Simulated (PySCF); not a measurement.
Cyclohexane, C₆H₁₂.
Atom-mapped SMILES: `[CH2:1]1[CH2:2][CH2:3][CH2:4][CH2:5][CH2:6]1`

NICS is the negative of the GIAO shielding at a point without a nucleus: at the ring centre (0) and 1 Å above and below it (1); zz is the component along the ring normal. Level: GIAO KT3/pcSseg-1 (PySCF, non-relativistic, gas phase) on the PBE0-D3(BJ)/def2-SVP geometry, one conformer.

Ring bond lengths (Å): C1–C2 1.526, C2–C3 1.526, C3–C4 1.526, C4–C5 1.526, C5–C6 1.526, C6–C1 1.526.

Task: Give the NICS values of each ring in ppm.

Result: 
| ring | type | NICS(0) | NICS(1), two faces | NICS(1)zz, two faces | rms pucker (Å) | centre to ring atoms, mean (Å) |
| --- | --- | --- | --- | --- | --- | --- |
| C1–C2–C3–C4–C5–C6 | 6-membered carbocycle; formal bonds all single | -1.4 | -1.8 / -1.8 | 3.3 / 3.3 | 0.23 | 1.47 |

Task: What can be read from them?

Result: 
- C1–C2–C3–C4–C5–C6: mean NICS(1)zz 3.3 ppm, deshielded. C1, C2, C3, C4, C5, C6 have four or more neighbours, so the value isn't read as a sign of a π ring current.

Task: What field does 7.05 T along the ring normal induce along that normal at the first NICS(1) probe listed for ring C1–C2–C3–C4–C5–C6, 1 Å off the ring?

Result: NICSzz × B0 = 3.3 ppm × 7.05 T = 23 μT, along the applied field.

Task: How shielded are the nuclei of the rings and their hydrogens (means over atoms taken as equivalent)?

Result: 
```
        atoms         environment  σ isotropic (ppm)  principal values of the symmetric part, first atom (ppm)
      C1 (×6)     ring CH2 carbon              151.4                                       146.4, 152.9, 154.9
H on C1 (×12)  methylene hydrogen              29.88                                          26.7, 28.3, 35.1
```

Task: How do the values depend on the level or the medium?

Result: 
| level | NICS(0), C1–C2–C3–C4–C5–C6 | mean NICS(1)zz, C1–C2–C3–C4–C5–C6 |
| --- | --- | --- |
| KT3/pcSseg-1, gas | -1.4 | 3.3 |
| PBE0/pcSseg-1, gas | -2.0 | 3.0 |
| PBE0/6-311+G(2d,p), gas | -1.7 | 3.3 |
| PBE0/6-31G, gas | -0.8 | 3.9 |
| PBE0/6-31G*, gas | -1.1 | 3.5 |
| PBE0/STO-3G, gas | -5.2 | 1.6 |
| PBE0/def2-SVP, gas | -1.5 | 3.2 |
| PBE0/def2-TZVP, gas | -2.0 | 3.4 |

The geometry is the same throughout.

The run took 21 s on an Arm Neoverse V2 with one thread, shared host. This is the whole shielding run at KT3/pcSseg-1, SCF included.
